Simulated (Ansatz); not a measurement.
S₃⁻ (the lowest doublet isomer of a short search). The state is a doublet with charge -1. Geometry r2SCAN-D4/def2-TZVPD, basis def2-TZVPD, Ansatz.

```xyz
3

S    -0.4346    1.4649   -0.8070
S     0.6099   -1.6109    0.1386
S    -0.1753    0.1460    0.6685
```

| run | HOMO (eV) | LUMO (eV) |
| --- | --- | --- |
| A | 0.12 | 0.94 |
| B | -3.01 | 3.47 |
| C | -2.07 | 2.62 |
| D | 0.35 | 1.03 |
| E | 0.10 | 1.13 |
| F | -0.80 | 1.72 |

The structure comes from a short search, and lower isomers may exist.

HOMO and LUMO are taken over both spins.

**Question.** The runs used B97M-V, CAM-B3LYP, PBE, PBE0, r2SCAN, ωB97X-V. Estimate which is which.

**Answer.** A B97M-V (0 % exact exchange); B ωB97X-V (range-separated); C CAM-B3LYP (range-separated); D PBE (0 % exact exchange); E r2SCAN (0 % exact exchange); F PBE0 (25 % exact exchange). Exact exchange lowers occupied and raises empty levels; among semilocal functionals meta-GGAs tend to open the gap a little, and such runs are hard to tell apart. The gap grows from 0.68 eV (PBE) to 6.48 eV (ωB97X-V). At B97M-V/def2-TZVPD, PBE-D4/def2-TZVPD, r2SCAN-D4/def2-TZVPD the highest occupied level of the charge -1 doublet lies above zero (up to 0.35 eV). By energy differences its removal costs 2.45 eV (vertical, to the charge 0 singlet, at PBE-D4/def2-TZVPD); a positive level beside a positive removal energy at the same level points to self-interaction error.
